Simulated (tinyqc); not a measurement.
UHF in the sto-3g basis, for BH2, spin multiplicity 2, step by step. This run ends on a higher stationary point, not on the lowest solution. One step of it, computed by the program tinyqc.

Problem. Iteration 2: building the Fock matrix. J_ij = sum D_kl (ij|kl) with D = D(alpha) + D(beta), K_ij = sum D_kl (ik|jl) for each spin; F = H + J - K(s); E = tr D H + tr D J / 2 - 0.5 sum_s tr D(s) K(s) + E_nn.

D(alpha) after iteration 1:
```
            1B 1s      1B 2s    1B 2px     1B 2py     1B 2pz      2H 1s      3H 1s
1B 1s    1.023900  -0.087949  0.000000  -0.000216  -0.038358  -0.085186  -0.084900
1B 2s   -0.087949   0.362874  0.000000   0.000480   0.108844   0.215351   0.215250
1B 2px   0.000000   0.000000  1.000000   0.000000   0.000000   0.000000   0.000000
1B 2py  -0.000216   0.000480  0.000000   0.218593   0.000114   0.229068  -0.230024
1B 2pz  -0.038358   0.108844  0.000000   0.000114   0.032791   0.064956   0.064989
2H 1s   -0.085186   0.215351  0.000000   0.229068   0.064956   0.368329  -0.112227
3H 1s   -0.084900   0.215250  0.000000  -0.230024   0.064989  -0.112227   0.371412
```

D(beta) after iteration 1:
```
            1B 1s      1B 2s    1B 2px     1B 2py     1B 2pz      2H 1s      3H 1s
1B 1s    1.016522  -0.060235  0.000000  -0.000248  -0.033620  -0.086163  -0.085844
1B 2s   -0.060235   0.260004  0.000000   0.000551   0.090364   0.211811   0.211590
1B 2px   0.000000   0.000000  0.000000   0.000000   0.000000   0.000000   0.000000
1B 2py  -0.000248   0.000551  0.000000   0.198040   0.000158   0.224545  -0.225250
1B 2pz  -0.033620   0.090364  0.000000   0.000158   0.031566   0.074044   0.074044
2H 1s   -0.086163   0.211811  0.000000   0.224545   0.074044   0.427494  -0.081662
3H 1s   -0.085844   0.211590  0.000000  -0.225250   0.074044  -0.081662   0.430773
```

core Hamiltonian H = T + V (hartree):
```
             1B 1s      1B 2s     1B 2px     1B 2py     1B 2pz      2H 1s      3H 1s
1B 1s   -13.071416  -3.389414   0.000000  -0.000108  -0.013081  -0.519241  -0.511562
1B 2s    -3.389414  -4.151753   0.000000  -0.000823  -0.123934  -1.354500  -1.341289
1B 2px    0.000000   0.000000  -3.298587   0.000000   0.000000   0.000000   0.000000
1B 2py   -0.000108  -0.000823   0.000000  -3.429532  -0.000399  -1.139809   1.131119
1B 2pz   -0.013081  -0.123934   0.000000  -0.000399  -3.340971  -0.667237  -0.661800
2H 1s    -0.519241  -1.354500   0.000000  -1.139809  -0.667237  -2.551390  -0.207272
3H 1s    -0.511562  -1.341289   0.000000   1.131119  -0.661800  -0.207272  -2.542845
```

Two-electron integrals (ij|kl) in chemists' order, unique and non-zero (hartree):
```
(11|11) 2.923513    (21|11) 0.518376    (21|21) 0.109262    (22|11) 0.744229
(22|21) 0.193177    (22|22) 0.544804    (31|31) 0.020264    (32|31) 0.029996
(32|32) 0.120346    (33|11) 0.742491    (33|21) 0.193240    (33|22) 0.544682
(33|33) 0.586773    (41|41) 0.020264    (42|41) 0.029996    (42|42) 0.120346
(43|43) 0.031630    (44|11) 0.742491    (44|21) 0.193240    (44|22) 0.544682
(44|33) 0.523513    (44|44) 0.586773    (51|51) 0.020264    (52|51) 0.029996
(52|52) 0.120346    (53|53) 0.031630    (54|54) 0.031630    (55|11) 0.742491
(55|21) 0.193240    (55|22) 0.544682    (55|33) 0.523513    (55|44) 0.523513
(55|55) 0.586773    (61|11) 0.077972    (61|21) 0.016387    (61|22) 0.029105
(61|33) 0.028971    (61|41) 0.001007    (61|42) 0.001872    (61|44) 0.029288
(61|51) 0.000573    (61|52) 0.001065    (61|54) 0.000181    (61|55) 0.029074
(61|61) 0.002532    (62|11) 0.205037    (62|21) 0.054146    (62|22) 0.170208
(62|33) 0.165189    (62|41) 0.005151    (62|42) 0.032619    (62|44) 0.176437
(62|51) 0.002932    (62|52) 0.018563    (62|54) 0.006401    (62|55) 0.168832
(62|61) 0.008672    (62|62) 0.076341    (63|31) 0.005173    (63|32) 0.024782
(63|43) 0.005932    (63|53) 0.003376    (63|63) 0.007927    (64|11) 0.172855
(64|21) 0.046223    (64|22) 0.153295    (64|33) 0.145242    (64|41) 0.008915
(64|42) 0.051320    (64|44) 0.166264    (64|51) 0.002130    (64|52) 0.015102
(64|54) 0.008587    (64|55) 0.148208    (64|61) 0.007723    (64|62) 0.080258
(64|64) 0.090586    (65|11) 0.098371    (65|21) 0.026305    (65|22) 0.087239
(65|33) 0.082656    (65|41) 0.002130    (65|42) 0.015102    (65|44) 0.087867
(65|51) 0.006385    (65|52) 0.033377    (65|54) 0.008898    (65|55) 0.091096
(65|61) 0.004395    (65|62) 0.045674    (65|64) 0.047040    (65|65) 0.034697
(66|11) 0.373549    (66|21) 0.100419    (66|22) 0.358272    (66|33) 0.337638
(66|41) 0.010914    (66|42) 0.093391    (66|44) 0.384032    (66|51) 0.006211
(66|52) 0.053148    (66|54) 0.026403    (66|55) 0.352664    (66|61) 0.016313
(66|62) 0.211448    (66|64) 0.240559    (66|65) 0.136900    (66|66) 0.774606
(71|11) 0.076817    (71|21) 0.016144    (71|22) 0.028675    (71|33) 0.028543
(71|41) -0.000991   (71|42) -0.001843   (71|44) 0.028854    (71|51) 0.000563
(71|52) 0.001048    (71|54) -0.000177   (71|55) 0.028643    (71|61) 0.002386
(71|62) 0.007818    (71|64) 0.006391    (71|65) 0.003978    (71|66) 0.014446
(71|71) 0.002457    (72|11) 0.202876    (72|21) 0.053580    (72|22) 0.168540
(72|33) 0.163564    (72|41) -0.005096   (72|42) -0.032334   (72|44) 0.174719
(72|51) 0.002898    (72|52) 0.018390    (72|54) -0.006345   (72|55) 0.167173
(72|61) 0.007852    (72|62) 0.047870    (72|64) 0.037902    (72|65) 0.028021
(72|66) 0.099600    (72|71) 0.008454    (72|72) 0.075020    (73|31) 0.005107
(73|32) 0.024494    (73|43) -0.005873   (73|53) 0.003340    (73|63) 0.004437
(73|73) 0.007765    (74|11) -0.171368   (74|21) -0.045827   (74|22) -0.152080
(74|33) -0.144099   (74|41) 0.008813    (74|42) 0.050831    (74|44) -0.164935
(74|51) -0.002108   (74|52) -0.014979   (74|54) 0.008511    (74|55) -0.147039
(74|61) -0.006433   (74|62) -0.038004   (74|64) -0.026816   (74|65) -0.021897
(74|66) -0.076645   (74|71) -0.007542   (74|72) -0.079004   (74|74) 0.089272
(75|11) 0.097466    (75|21) 0.026065    (75|22) 0.086497    (75|33) 0.081957
(75|41) -0.002108   (75|42) -0.014979   (75|44) 0.087127    (75|51) 0.006305
(75|52) 0.033013    (75|54) -0.008813   (75|55) 0.090309    (75|61) 0.004001
(75|62) 0.028047    (75|64) 0.021864    (75|65) 0.020492    (75|66) 0.060711
(75|71) 0.004289    (75|72) 0.044934    (75|74) -0.046357   (75|75) 0.034131
(76|11) 0.028832    (76|21) 0.007620    (76|22) 0.024297    (76|33) 0.023577
(76|41) -1.21e-06   (76|42) -0.000012   (76|44) 0.024363    (76|51) 0.000706
(76|52) 0.004551    (76|54) -2.83e-06   (76|55) 0.024926    (76|61) 0.001178
(76|62) 0.009120    (76|64) 0.008404    (76|65) 0.005960    (76|66) 0.022542
(76|71) 0.001161    (76|72) 0.009051    (76|74) -0.008363   (76|75) 0.005919
(76|76) 0.001421    (77|11) 0.371848    (77|21) 0.099966    (77|22) 0.356929
(77|33) 0.336419    (77|41) -0.010826   (77|42) -0.092900   (77|44) 0.382546
(77|51) 0.006157    (77|52) 0.052837    (77|54) -0.026235   (77|55) 0.351340
(77|61) 0.014598    (77|62) 0.100243    (77|64) 0.076954    (77|65) 0.061033
(77|66) 0.215689    (77|71) 0.015994    (77|72) 0.209382    (77|74) -0.238566
(77|75) 0.135686    (77|76) 0.022542    (77|77) 0.774606
```

nuclear repulsion = 3.96746707 hartree

Give: Coulomb J; exchange K(alpha); exchange K(beta); F(alpha); F(beta); total energy of this density.

Solution.

Coulomb J (hartree):
```
         1B 1s   1B 2s  1B 2px   1B 2py  1B 2pz   2H 1s    3H 1s
1B 1s   8.6219  1.7681  0.0000   0.0002  0.0306  0.2676   0.2636
1B 2s   1.7681  3.7647  0.0000   0.0006  0.2032  1.2384   1.2267
1B 2px  0.0000  0.0000  3.7348   0.0000  0.0000  0.0000   0.0000
1B 2py  0.0002  0.0006  0.0000   3.8314  0.0001  1.1361  -1.1275
1B 2pz  0.0306  0.2032  0.0000   0.0001  3.7152  0.6784   0.6729
2H 1s   0.2676  1.2384  0.0000   1.1361  0.6784  2.8753   0.1775
3H 1s   0.2636  1.2267  0.0000  -1.1275  0.6729  0.1775   2.8697
```

exchange K(alpha) (hartree):
```
          1B 1s   1B 2s  1B 2px   1B 2py   1B 2pz   2H 1s    3H 1s
1B 1s    2.9573  0.5698  0.0000   0.0000  -0.0020  0.0873   0.0861
1B 2s    0.5698  0.6336  0.0000   0.0011   0.1674  0.3260   0.3236
1B 2px   0.0000  0.0000  0.6844   0.0000   0.0000  0.0000   0.0000
1B 2py   0.0000  0.0011  0.0000   0.4879   0.0004  0.2911  -0.2899
1B 2pz  -0.0020  0.1674  0.0000   0.0004   0.1959  0.1479   0.1470
2H 1s    0.0873  0.3260  0.0000   0.2911   0.1479  0.5650   0.0373
3H 1s    0.0861  0.3236  0.0000  -0.2899   0.1470  0.0373   0.5646
```

exchange K(beta) (hartree):
```
          1B 1s   1B 2s  1B 2px   1B 2py   1B 2pz   2H 1s    3H 1s
1B 1s    2.9324  0.5396  0.0000   0.0000  -0.0016  0.0826   0.0814
1B 2s    0.5396  0.4738  0.0000   0.0012   0.1659  0.2980   0.2959
1B 2px   0.0000  0.0000  0.0869   0.0000   0.0000  0.0000   0.0000
1B 2py   0.0000  0.0012  0.0000   0.4387   0.0005  0.2877  -0.2863
1B 2pz  -0.0016  0.1659  0.0000   0.0005   0.1600  0.1526   0.1517
2H 1s    0.0826  0.2980  0.0000   0.2877   0.1526  0.5924   0.0383
3H 1s    0.0814  0.2959  0.0000  -0.2863   0.1517  0.0383   0.5923
```

F(alpha) (hartree):
```
          1B 1s    1B 2s   1B 2px   1B 2py   1B 2pz    2H 1s    3H 1s
1B 1s   -7.4068  -2.1911   0.0000   0.0001   0.0196  -0.3389  -0.3340
1B 2s   -2.1911  -1.0206   0.0000  -0.0013  -0.0882  -0.4421  -0.4382
1B 2px   0.0000   0.0000  -0.2482   0.0000   0.0000   0.0000   0.0000
1B 2py   0.0001  -0.0013   0.0000  -0.0860  -0.0007  -0.2948   0.2935
1B 2pz   0.0196  -0.0882   0.0000  -0.0007   0.1783  -0.1367  -0.1359
2H 1s   -0.3389  -0.4421   0.0000  -0.2948  -0.1367  -0.2412  -0.0671
3H 1s   -0.3340  -0.4382   0.0000   0.2935  -0.1359  -0.0671  -0.2377
```

F(beta) (hartree):
```
          1B 1s    1B 2s  1B 2px   1B 2py   1B 2pz    2H 1s    3H 1s
1B 1s   -7.3820  -2.1609  0.0000   0.0000   0.0191  -0.3343  -0.3293
1B 2s   -2.1609  -0.8608  0.0000  -0.0015  -0.0867  -0.4141  -0.4105
1B 2px   0.0000   0.0000  0.3493   0.0000   0.0000   0.0000   0.0000
1B 2py   0.0000  -0.0015  0.0000  -0.0369  -0.0008  -0.2914   0.2900
1B 2pz   0.0191  -0.0867  0.0000  -0.0008   0.2142  -0.1414  -0.1406
2H 1s   -0.3343  -0.4141  0.0000  -0.2914  -0.1414  -0.2685  -0.0680
3H 1s   -0.3293  -0.4105  0.0000   0.2900  -0.1406  -0.0680  -0.2654
```

total energy of this density = -25.252352 hartree
